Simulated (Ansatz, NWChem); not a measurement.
C2H3O (vinyloxy radical): from total energies to a heat of formation

C2H3O: 6 atoms, total charge 0, spin state doublet. SMILES: `C=C[O]`. The shape is that of a PBE0-D4/def2-TZVP optimisation.

Total energies at UPBE0/def2-SVP (NWChem 7.3.0); the atoms run unrestricted:

```tsv
species	state	energy (Eh)
C2H3O	doublet	-152.834145
C	triplet	-37.760664
O	triplet	-74.924898
H	doublet	-0.500291
```

Harmonic wavenumbers at UPBE0-D4/def2-TZVP, in cm⁻¹: 441, 504, 754, 979, 981, 1166, 1398, 1470, 1587, 2959, 3162, 3279.

Measured heats of formation of the gaseous atoms at 298.15 K, in kJ/mol: C 716.9, O 249.2, H 218.0. Spin-orbit lowering of the atoms at 298 K (mean of the ground term's levels less their thermal mean, from spectra), in kJ/mol: C 0.02, O 0.40. Take 1 Eh = 2625.50 kJ/mol, 1 cm⁻¹ = 0.0119627 kJ/mol, RT = 2.479 kJ/mol.

Q: Work out the heat of formation of the gas at 298 K.

A: 
1. Electronic atomisation energy: 2 × (-37.760664) + (-74.924898) + 3 × (-0.500291) − (-152.834145) = 0.887046 Eh = 2328.9 kJ/mol.
2. Zero-point energy: half the sum of the wavenumbers, 9340 cm⁻¹ = 111.7 kJ/mol.
3. Thermal vibrational enthalpy, Σ hcν̃/(exp(hcν̃/kT) − 1): 1.8 kJ/mol. Translation, rotation and pV of a non-linear molecule: 4 RT = 9.9 kJ/mol.
4. The 6 free atoms carry 5/2 RT each: 37.2 kJ/mol.
5. Spin-orbit coupling lowers the free atoms by 2 × 0.02 + 0.40 = 0.4 kJ/mol.
6. Atomisation enthalpy at 298 K: 2328.9 − 0.4 − 111.7 − 1.8 − 9.9 + 37.2 = 2242.3 kJ/mol.
7. Sum of the atoms' heats of formation: 2337.0 kJ/mol. Heat of formation: 2337.0 − 2242.3 = +94.7 kJ/mol.

No measured value is set beside it here. Anharmonicity and any spin-orbit splitting of the molecule are left out.
